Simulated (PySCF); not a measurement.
**Static response to an electric field**

C4H6S.
SMILES with atom numbers: `[S:1]=[CH:2][CH:3]1[CH2:4][CH2:5]1` (hydrogens: H6 on C2; H7 on C3; H8, H9 on C4; H10, H11 on C5)

Structure used (PBE0-D3(BJ)/def2-SVP), in Å, numbered top down from 1:
```
atom  x, y, z in Å
S1     2.9553   -0.7526    0.1315
C2     1.4792   -0.2920   -0.3520
C3     0.3009   -0.1489    0.4971
C4    -1.0625   -0.4726   -0.0919
C5    -0.7056    0.9407    0.1655
H6     1.3004   -0.0535   -1.4168
H7     0.4611   -0.3816    1.5529
H8    -1.0894   -0.8258   -1.1264
H9    -1.7685   -0.9730    0.5752
H10   -1.1553    1.4563    1.0174
H11   -0.4800    1.5872   -0.6870
```

Level: PBE0/def2-SVPD (PySCF), static field, nuclei fixed, core orbitals frozen in the response. The polarisability tensor in these axes (au):

```
x    99.37 -11.47   1.93
y   -11.47  58.41  -1.08
z     1.93  -1.08  58.59
```

Task: Diagonalise the tensor; give its mean and Δα, where Δα² is half the sum of the squared differences of the eigenvalues.

Result: Principal values 55.32, 58.58 and 102.47 au; mean 72.12 au = 10.69 Å³ = 11.89 × 10⁻⁴⁰ C²·m²/J; Δα = 45.61 au (63 % of the mean).

Task: What is the dipole moment, and where does it point?

Result: (-3.33, 0.90, -0.30) D, 3.46 D in size, pointing from the negative to the positive side. Measured along this direction, the outermost atoms are S1 at the negative end and H10 and H9 at the positive end.

Task: How large is μ²/3kT at 298 K beside α?

Result: In Gaussian units μ²/3kT = 97.07 Å³ against 10.69 Å³, a ratio of 9.08; the Debye molar polarisation (4π/3)N_A(α + μ²/3kT) is 271.8 cm³/mol, leaving out the vibrational part.

Task: Find the Langevin capture rate constant for H3O+ (19.018 u) meeting this molecule (86.019 u), k = 2.342 × 10⁻⁹ cm³/s × √(α in Å³ / reduced mass in u).

Result: The reduced mass is 15.57 u, so k = 1.94 × 10⁻⁹ cm³/s. The formula leaves out the permanent dipole, which adds to the capture rate.

Task: Directions of the eigenvectors, and the extent of the frame along each?

Result: Largest value along (0.97, -0.25, 0.05), where the nuclei span 4.49 Å; middle along (-0.09, -0.16, 0.98), 3.05 Å; least along (0.24, 0.95, 0.17), 2.54 Å. The response follows the extents in order.

The structure is a single PBE0-D3(BJ)/def2-SVP conformer in the gas phase; no vibrational or solvent corrections.
